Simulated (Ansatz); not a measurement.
## CS2, SMILES S=C=S: the interaction energy of a dimer with the counterpoise correction

Program: the Ansatz DFT code, driven from Python.

`cs2.py`
```python
"""Binding of a CS2 dimer at a trial geometry."""

import ansatz

FIRST = [
    ("S", (1.3585, -0.1562, 0.7299)),
    ("C", (0.0, 0.0, 0.0)),
    ("S", (-1.3585, 0.1562, -0.7299)),
]
SECOND = [
    ("S", (-4.7975, 0.4775, 0.3311)),
    ("C", (-4.9716, 0.0119, -1.1371)),
    ("S", (-5.1457, -0.4537, -2.6053)),
]

def energy(atoms, ghosts=()):
    molecule = ansatz.Crystal.molecule()
    for symbol, xyz in atoms:
        molecule = molecule.atom(symbol, xyz)
    calc = (
        molecule.calculation()
        .basis(gaussian="def2-SVPD")
        .correlation("mp2")
    )
    deck = calc.input()
    if ghosts:
        deck = deck.set(ansatz.key.basis.gaussian.ghost_atoms, [{"symbol": s, "position_ang": list(xyz)} for s, xyz in ghosts])
    return ansatz.Session.from_dict(deck).plan().execute().report["free_energy_ev"]

# monomers in their own basis and in the basis of the dimer
both = energy(FIRST + SECOND)
alone = energy(FIRST) + energy(SECOND)
ghosted = energy(FIRST, SECOND) + energy(SECOND, FIRST)
print(f"dimer {both:.6f} eV")
print(f"interaction, uncorrected   {(both - alone):8.3f} eV")
print(f"interaction, counterpoise  {(both - ghosted):8.3f} eV")
print(f"basis-set superposition    {(alone - ghosted):8.3f} eV")
```

```console
$ python cs2.py
dimer -45337.299405 eV
interaction, uncorrected     -0.137 eV
interaction, counterpoise    -0.050 eV
basis-set superposition       0.087 eV
```

Uncorrected it is -0.137 eV, with the counterpoise correction -0.050 eV; the difference, 0.09 eV, is the superposition error.

Caveats:
- Total energies depend on the basis set; only differences at equal settings carry meaning.
- The dimer is a generated trial pose of unrelaxed monomers, not a minimum, so the figure is no binding energy, and the basis set is small.
- Wall time of the script: 13 s on 1 thread of Arm Neoverse V1, on a shared host, peak memory 0.39 GiB.

(Lines on the test bed's own set-up are left out of the output.)
